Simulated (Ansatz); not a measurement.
## Europium, bcc: convergence with Gaussian smearing

Computed with Ansatz, r²SCAN, scalar-relativistic PAW, on the relaxed cell (a = 4.455 Å; ferromagnetic, net 7.86 μB per atom). Errors count from a run at 500 eV on a Γ-centred 13×13×13 mesh with Fermi-Dirac smearing of 0.05 eV, extrapolated to zero width. Fixed here: cutoff 500 eV, mesh 10×10×10.

| width (eV) | E(σ→0) error (meV/atom) | F error (meV/atom) | P (GPa) | sphere moment (μB) | SCF iterations |
| --- | --- | --- | --- | --- | --- |
| 0.01 | 4.0 | 3.8 | 0.03 | 7.21 | 24 |
| 0.03 | 3.2 | 2.9 | -0.16 | 7.38 | 23 |
| 0.1 | 4.1 | -1.2 | 0.00 | 7.29 | 31 |
| 0.2 | 2.6 | -15.6 | -0.04 | 7.31 | 22 |
| 0.3 | 3.0 | -38.1 | -0.04 | 7.31 | 23 |
| 1.0 | 6.9 | -514.3 | -0.26 | 7.18 | 24 |

Problem. What does the run at 0.6 give (width)?

Solution. E(σ→0) error (meV/atom): 15.8; F error (meV/atom): -175.8; P (GPa): -0.12; sphere moment (μB): 7.27; SCF iterations: 26.
